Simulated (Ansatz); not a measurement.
**A correction line for wB97X/cc-pVTZ: atomisation enthalpy at 298 K**

The atomisation enthalpy at 298 K in kJ/mol of 6 N-containing molecules: x at wB97X/cc-pVTZ, y from tabulated heats of molecules and atoms (Active Thermochemical Tables, NIST-JANAF tables). Shapes, held fixed at every level: PBE0-D4/def2-TZVP. Flexible molecules stand in one conformer, not always the lowest. Computed values hold a harmonic thermal term (PBE0-D4/def2-TZVP) and the atoms' spin-orbit lowering. Programs: Ansatz 0.2.0.

```
                molecule  x (kJ/mol)  y (kJ/mol)
NClO (nitrosyl chloride)         773         790
     N2O (nitrous oxide)        1113        1112
  NO2F (nitryl fluoride)        1181           ?
  HCN (hydrogen cyanide)        1261        1278
      HOCN (cyanic acid)        1658        1671
        N2H4 (hydrazine)        1714        1721
```

Q: Fit y = c + s·x to the known rows and predict y for NO2F.

A: 
1. Means of the 5 rows: x = 1303.80, y = 1314.4.
2. Σ(Δx)² = 613707, Σ(Δx·Δy) = 611622, so the slope is 611622/613707 = 0.9966.
3. Intercept: 1314.4 − (0.9966) × 1303.80 = 15.0. The largest residual of the fit is 12.
4. NO2F: 15.0 + 0.9966 × 1181 = 1192 kJ/mol.

The tabulated heats give 1159 kJ/mol, so the prediction is off by +33 kJ/mol, more than the largest residual. Uncorrected, wB97X/cc-pVTZ misses NO2F by +22 kJ/mol, and the other rows by 11 on average. The line makes this one worse. Left out in turn, the other rows are missed by 10 kJ/mol on average, so the withheld one doesn't follow the line. The heats of NO2F (nitryl fluoride) come from older tables and can be uncertain by 10 kJ/mol or more.
